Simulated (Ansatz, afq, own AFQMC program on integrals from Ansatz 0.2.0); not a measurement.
# BH$_{2}$O, doublet: AFQMC among the cluster methods

```yaml
atoms:
  - { symbol: B, position_ang: [0.0000, 0.0000, 0.6689] }
  - { symbol: O, position_ang: [0.0000, 0.0000, -0.6123] }
  - { symbol: H, position_ang: [0.0000, 1.0503, 1.2721] }
  - { symbol: H, position_ang: [0.0000, -1.0503, 1.2721] }
```

Connectivity, by distances: BH2–O.

Basis cc-pVDZ. Only valence electrons are correlated. Ansatz 0.2.0 and our own AFQMC program on the same integrals; the CISD trial comes from CCSD amplitudes, and released means the phaseless constraint is let go. Free projection: walkers drawn from exp(T), propagated without any constraint. Its projection time is finite, and what remains of the start isn't in its error. Error bars are statistical, one sigma.

Determinant: ROHF, the one that the program's search chose, which needn't be the lowest solution. The geometry is a point of a scan.

No full CI on the walks' own integrals is used here; CCSDT(Q) serves as the reference and is uncertain by about the last step of the cluster series.

Cautions: higher spins were not checked; raised T1 diagnostic (T1 0.047, weight of the determinant 0.86, largest double 0.06); the ph-AFQMC/CISD walk drifts between its halves (2.1 errors).

The T1 diagnostic is 0.0474, the weight of the determinant in the CISD state is 0.862 and the size of the correlated space is 11 electrons in 36 orbitals.

```json
{"level": "MP2", "correlation energy (eV)": "-6.4386"}
{"level": "CCSD", "correlation energy (eV)": "-7.3621"}
{"level": "CCSD(T)", "correlation energy (eV)": "-7.5470"}
```

Question: Estimate where free-projection AFQMC lies against CCSD(T) on the same integrals.

Answer: 9.8 ± 21.6 meV below CCSD(T). The gap is under twice the noise, so this walk alone can't tell the two apart.

Reference: CCSDT(Q), correlation energy -7.594 eV. The released energy is read at 2.40 1/Eh (meV from the phaseless value at times in 1/Eh: -9 ± 14 at 0.24, -35 ± 17 at 0.51, -30 ± 19 at 0.99, -27 ± 21 at 1.62, -6 ± 26 at 2.40).

| level | E − E(reference) (meV) | share of correlation (%) |
| --- | --- | --- |
| CCSD(T) | 47.3 | 99.38 |
| CCSDT | 16.5 | 99.78 |
| ph-AFQMC/HF | -213.7 ± 73.0 | 102.81 |
| ph-AFQMC/CISD | 26.8 ± 16.0 | 99.65 |
| released AFQMC | 20.4 ± 26.3 | 99.73 |
| free AFQMC | 37.6 ± 21.6 | 99.50 |

Free projections are given only where their last times agree within the noise and don't stop above the reference; a slow remainder of the start can still hide under it. A walk keeps the symmetry of its determinant, which the program's search chose and which needn't be the lowest solution, so a lower state of the same spin and another symmetry isn't excluded. Released energies are given only where the last usable release times agree within the noise; a slower fall can still hide under it.
